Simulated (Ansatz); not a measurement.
# F–CH–Ga, doublet: vertical spin and charge gaps

Geometry (PBE0/def2-TZVP stationary point for this spin, not checked as a minimum):

```yaml
atoms:
  - { symbol: F, position_ang: [0.0000, -0.3591, 2.1394] }
  - { symbol: C, position_ang: [0.0000, 0.5643, 1.1556] }
  - { symbol: Ga, position_ang: [0.0000, -0.0220, -0.8053] }
  - { symbol: H, position_ang: [0.0000, 1.5648, 1.6079] }
```

Basis cc-pVDZ; Ansatz 0.2.0. Correlated methods freeze the noble-gas cores and the filled d shells of p-block atoms. Prefix R: restricted or restricted open-shell reference; prefix U: unrestricted. No spin–orbit coupling is included, and no scalar relativity.

Gaps are energies of the second state less the first, at fixed atoms, for a selection of the levels run; each method lands on the state that its own search finds for that charge and spin.

Removing an electron, to the triplet: 8.216 eV at UCCSDT(Q).

```tsv
level	gap (eV)	error (meV)
UHF	7.547	-669
UMP2	8.140	-76
UCCSD	8.242	26
UCCSD(T)	8.226	10
BCCD(T)	8.236	20
UCCSDT	8.219	3
PBE	8.291	75
r2SCAN	8.338	122
PBE0	8.394	178
B3LYP	8.508	292
wB97M-V	8.516	300
B2PLYP	8.343	127
RPA-PBE	8.401	185
```

In so small a basis the reference is far from its limit while semilocal and hybrid functionals are nearer theirs (RPA and double hybrids share much of the reference's basis error), so the functionals' errors here hold much of the reference's basis and frozen-core error, which can add to them or hide them.

Full CI isn't at hand for all of this; UCCSDT(Q) serves as the reference, and is uncertain by about the last step of the cluster series. The frozen core follows each run's orbitals, which can shift R against U totals by a few meV for light atoms and by up to 0.1 eV past Ca.
